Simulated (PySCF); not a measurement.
# HOF: magnetic properties

One table from this session's results is given with a row withheld; the runs are named, their logs left out.

Programs: PySCF 2.14.0, with routines of our own; each step states its level. All values are computed. Atoms count from 0.

## The system as given

3 atoms, charge 0, multiplicity 1; geometry from: GFN2-xTB.

The first run:

Job settings and geometry (Å):

```
{"job": {"xc": "PBE0", "basis": "def2-SVP", "d3": "d3bj", "grid": 1, "kind": "geom"}, "charge": 0, "multiplicity": 1}
O     -0.192174     0.463719    -0.002203
F      1.027498    -0.192510    -0.011552
H     -0.823843    -0.273748     0.001202
```

Command:

```bash
> OMP_NUM_THREADS=1 python excited_run.py task.json out
```

The driver reads the jobs from task.json and runs them one after another.

Steps of the session up to this table: Relaxing the molecule at PBE0-D3(BJ)/def2-SVP; Magnetic properties: GIAO B3LYP/def2-SVP; Magnetic properties: GIAO B3LYP/aug-cc-pVTZ; Magnetic properties: GIAO B3LYP/pcseg-1; Magnetic properties: GIAO B3LYP/MINI.

One of the session's tables, all rows but one given; the rest of the session is left out.

```
                 level  gap (eV)
   GIAO B3LYP/def2-SVP      7.71
GIAO B3LYP/aug-cc-pVTZ      7.37
    GIAO B3LYP/pcseg-1         ?
       GIAO B3LYP/MINI      7.81
```

Q: Estimate the row for GIAO B3LYP/pcseg-1 from the others.

The run gave: gap (eV): 7.52. In the column «gap (eV)» it lies between GIAO B3LYP/aug-cc-pVTZ (7.37) and GIAO B3LYP/def2-SVP (7.71).

To keep in mind: GIAO B3LYP/MINI has a minimal basis, so it is left out of the spread where two other levels stand. Vibrational averaging and real surroundings are missing from these values.
